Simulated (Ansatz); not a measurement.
# BeBH3 (singlet): from Hartree-Fock to the top rungs at distance Be2–H5 = 1.341 Å, 6-31G

The task here is to estimate one member of a computed series from the others.

Computed with Ansatz 0.2.0, Gaussian basis. Level: 6-31G, core rule «outside noble gas», up to 2 orbitals frozen.

Plan: UHF; CCSD(T) on RHF; BCCD(T) on RHF; CISD; CCSDT(Q) on RHF; CCSDTQ on RHF; CASSCF and MRCISD+Q, 2 electrons in 2 orbitals; CASSCF and NEVPT2, 2 electrons in 2 orbitals; Full CI.

38 further runs of the same task are left out: 22 for a known fault of the program, 13 that didn't finish, 3 set aside as unsound or not needed. Runs told in other sessions of the task aren't counted.

### The geometry

The geometry derives from a PBE0/def2-TZVP stationary point (not a proven minimum). One bond is set to the value named and the two fragments are kept rigid.

5 atoms, charge 0, spin multiplicity 1.

Atoms are counted from 1 here; the program's logs count them from 0.

Bond lengths: B1–Be2 1.873 Å, B1–H3 1.202 Å, B1–H4 1.202 Å, Be2–H5 1.341 Å. Angles: Be2–B1–H3 123.4°, Be2–B1–H4 123.4°, H3–B1–H4 113.2°, B1–Be2–H5 180.0°.

Set-up of the first run:

The input, in.yaml:

```yaml
crystal:
  periodic: [false, false, false]
  atoms:
    - {symbol: B, position_ang: [0.000000, 0.000000, 0.822294]}
    - {symbol: Be, position_ang: [0.000000, 0.000000, -1.050867]}
    - {symbol: H, position_ang: [0.000000, 1.003181, 1.484150]}
    - {symbol: H, position_ang: [0.000000, -1.003180, 1.484150]}
    - {symbol: H, position_ang: [0.000000, 0.000000, -2.392096]}
basis:
  gaussian: {orbitals: 6-31G}
magnetization: {spin_polarized: true, initial_magnetization: 0}
hamiltonian: {xc: hf}
output: {orbitals: {seedname: orbitals}}
```

On the command line:

```
$ ansatz run in.yaml --threads 1 --pin off --events-out ev --progress --plain --max-ram 2393MiB
```

Steps of the session up to this table: UHF; CCSD(T) on RHF; BCCD(T) on RHF; CISD; CCSDT(Q) on RHF; CCSDTQ on RHF; CASSCF and MRCISD+Q, 2 electrons in 2 orbitals; CASSCF and NEVPT2, 2 electrons in 2 orbitals; Full CI.

One of the session's tables, all rows but one given; the rest of the session is left out.

```
     method  from FCI (meV)
        RHF         +2684.9
       RMP2               ?
       CISD          +166.1
      RCCSD           +58.7
   RCCSD(T)           +16.4
    BCCD(T)           +16.2
     RCCSDT            +2.0
  RCCSDT(Q)            +0.5
    RCCSDTQ            +0.1
CASSCF pair         +2306.5
NEVPT2 pair          +641.5
        FCI               0
```

Estimate the missing values for RMP2.

**Answer.** from FCI (meV): +699.0. In the column «from FCI (meV)» it lies between NEVPT2 pair (+641.5) and CASSCF pair (+2306.5).

Not comparable, so not listed: CASSCF and MRCISD+Q, 2 electrons in 2 orbitals (they don't share determinant, frozen orbitals or solution with the rows shown, or repeat one).

Caveats from the session: Warnings in the runs' records: passed over end.
